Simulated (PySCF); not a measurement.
Point-charge models of `C=C1C=C1Cl` against its computed dipole.

Coordinates (PBE0-D3(BJ)/def2-SVP, Å) and charges (e) from the PBE0/pcSseg-1 density (PySCF):

```csv
atom,x,y,z,Mulliken,IAO,Hirshfeld,ESP-fitted
C1,-1.371,-0.017,-0.213,-0.1935,-0.4505,-0.1789,-0.8595
C2,-0.047,-0.120,-0.160,-0.0120,+0.0452,-0.0128,+0.3294
C3,1.270,0.352,0.245,-0.0286,-0.1336,-0.0222,-0.2083
C4,1.196,-0.773,-0.441,-0.0369,-0.0200,+0.0206,-0.0305
Cl5,2.006,-2.063,-1.150,-0.0780,+0.0681,+0.0267,+0.0187
H6,-1.965,-0.776,-0.725,+0.1233,+0.1541,+0.0380,+0.2679
H7,-1.887,0.826,0.250,+0.1197,+0.1520,+0.0374,+0.2656
H8,1.868,1.104,0.754,+0.1060,+0.1846,+0.0911,+0.2168
```

Form Σ q r in debye for every column and set it beside the full dipole.

The full density gives (1.34, 0.62, 0.50) D, 1.56 D in size; dipole vectors point from the negative to the positive end.

```tsv
scheme	μx	μy	μz	size (D)	share of the full size (%)	angle to the full dipole (°)
Mulliken	-1.16	1.46	0.78	2.02	130	95
IAO	1.51	0.19	0.25	1.54	99	19
Hirshfeld	1.54	0.13	0.22	1.56	100	22
ESP-fitted	1.33	0.66	0.51	1.57	101	2
```

Which set comes closest?

Length of the difference vector: ESP-fitted 0.04 D, IAO 0.52 D, Hirshfeld 0.60 D, Mulliken 2.65 D. Closest: ESP-fitted. 

What is left for the Hirshfeld atoms' own dipoles?

The shares of the density sum to the whole, so what Σ q r misses lies in dipoles about the nuclei. The atomic dipoles sum to (1.34, 0.62, 0.50) − (1.54, 0.13, 0.22) = (-0.20, 0.49, 0.28) D, 0.60 D in size.

With the origin at the mean of the coordinates, (0.134, -0.184, -0.180) Å, which are the largest single terms, by size, of the Hirshfeld dipole along the direction of the full one?

C1 +1.07, H8 +1.01, H6 -0.40, H7 -0.22, C3 -0.14 D; all 8 atoms together +1.45 D. The single terms depend on the origin, their sum doesn't.

Give the size of the full dipole in other units.

1.56 D = 0.614 au = 0.325 e·Å = 5.21 × 10⁻³⁰ C·m.

Isolated species at its PBE0-D3(BJ)/def2-SVP geometry, gas phase.
